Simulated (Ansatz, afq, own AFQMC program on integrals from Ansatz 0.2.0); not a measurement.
**In, doublet → In, quartet**

A free In atom.

E(quartet, charge +0) − E(doublet, charge +0) at this geometry, on UHF and UHF determinants.

Basis def2-SVP with its core potentials. Only valence electrons are correlated. Ansatz 0.2.0 and our own AFQMC program on the same integrals; the CISD trial comes from CCSD amplitudes, and released means the phaseless constraint is let go. Free projection: walkers drawn from exp(T), propagated without any constraint. Its projection time is finite, and what remains of the start isn't in its error. Error bars are statistical, one sigma. No spin–orbit coupling. The errors of all members are added in quadrature.

Full CI on the same integrals is exact in this basis and with this determinant's frozen core.

Errors are counted within def2-SVP, not against nature.

Cautions: inner d shell frozen; no spin-orbit coupling; In (quartet): another spin lies lower.

| level | vertical spin gap (eV) |
| --- | --- |
| CCSD | 3.705 |
| HF | 2.899 |

(1) From these cheaper values, estimate the vertical spin gap at the reference level in def2-SVP.

(1) 3.720 eV (full CI in def2-SVP).

| level | vertical spin gap (eV) | error against FCI (eV) |
| --- | --- | --- |
| MP2 | 3.443 | -0.277 |
| CCSD(T) | 3.715 | -0.005 |
| ph-AFQMC/CISD | 3.719 ± 0.0006 | -0.001 ± 0.0006 |
| released AFQMC | 3.720 ± 0.0007 | 0.000 ± 0.0007 |
| free AFQMC | 3.720 ± 0.0004 | 0.000 ± 0.0004 |

Correlation beyond CCSD(T) adds 0.005 eV. The perturbative (T) step is worth +0.011 eV.

Free projections are given only where their last times agree within the noise and don't stop above the reference; a slow remainder of the start can still hide under it. A walk keeps the symmetry of its determinant, which the program's search chose and which needn't be the lowest solution, so a lower state of the same spin and another symmetry isn't excluded. Released energies are given only where the last usable release times agree within the noise; a slower fall can still hide under it.
